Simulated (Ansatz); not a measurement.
**Structure relaxation of Pb**

The calculation used DFT r2SCAN, scalar-relativistic, plane waves, PAW in Ansatz 0.2.0. Cutoff 500 eV, Γ-centred k mesh, Gaussian smearing, no spin polarisation in the final step.

The start is a database structure of Pb, space group P4_2/mbc (No. 135).

```yaml
crystal:
  lattice:
    - [7.27327, 0.00000, 0.00000]
    - [0.00000, 7.27327, 0.00000]
    - [0.00000, 0.00000, 7.69109]
  atoms:
    - { symbol: Pb, position: [0.34116, 0.34256, 0.50000] }
    - { symbol: Pb, position: [0.15884, 0.84256, 0.50000] }
    - { symbol: Pb, position: [0.65884, 0.65744, 0.50000] }
    - { symbol: Pb, position: [0.84116, 0.15744, 0.50000] }
    - { symbol: Pb, position: [0.65744, 0.34116, 0.00000] }
    - { symbol: Pb, position: [0.84256, 0.84116, 0.00000] }
    - { symbol: Pb, position: [0.34256, 0.65884, 0.00000] }
    - { symbol: Pb, position: [0.15744, 0.15884, 0.00000] }
    - { symbol: Pb, position: [0.00000, 0.50000, 0.75000] }
    - { symbol: Pb, position: [0.50000, 0.00000, 0.75000] }
    - { symbol: Pb, position: [0.00000, 0.50000, 0.25000] }
    - { symbol: Pb, position: [0.50000, 0.00000, 0.25000] }
```

Steps on the 6×6×6 mesh (12 atoms). 6 of 9 steps are shown, and the free energy counts from the last. Trial steps that were taken back and renewals of the plane-wave basis can be among the rows.

```
step  ΔF (meV/atom) V (Å³/atom) P (GPa) largest force component (eV/Å)
   1           13.6        33.91    -1.16                           0.034
   2            8.2        32.60     0.35                           0.014
   3            6.7        32.67     0.23                           0.017
   4            0.8        32.63     0.11                           0.033
   6            0.0        32.66     0.02                           0.009
   9            0.0        32.67     0.00                           0.000
```

A final relaxation ran on a 6×6×6 mesh. The relaxed crystal, I4/mcm (No. 140):

```cif
data_structure
_symmetry_space_group_name_H-M 'I4/mcm'
_symmetry_Int_Tables_number 140
_cell_length_a 7.5337
_cell_length_b 7.5337
_cell_length_c 6.9082
_cell_angle_alpha 90.000
_cell_angle_beta 90.000
_cell_angle_gamma 90.000
_cell_volume 392.09
loop_
_atom_site_label
_atom_site_type_symbol
_atom_site_symmetry_multiplicity
_atom_site_Wyckoff_symbol
_atom_site_fract_x
_atom_site_fract_y
_atom_site_fract_z
_atom_site_occupancy
Pb1 Pb 8 h 0.34782 0.84782 0.50000 1
Pb2 Pb 4 a 0.00000 0.00000 0.75000 1
```

```yaml
Volume_per_atom: 32.67 Å³
Density: 10.53 g/cm³
Energy_over_the_standard_structure: 0.08 eV/atom
Gap_on_the_6×6×6_mesh: 0 eV (a metal)
```

Energies count from the standard state of Pb at the same level.

The final run used a 6×6×6 mesh on its 12-atom cell and 0.10 eV smearing. The k mesh leaves about 4 meV/atom of noise in metals. Spin–orbit coupling is left out.

Symmetry constrained the relaxation, so the result can be a saddle point.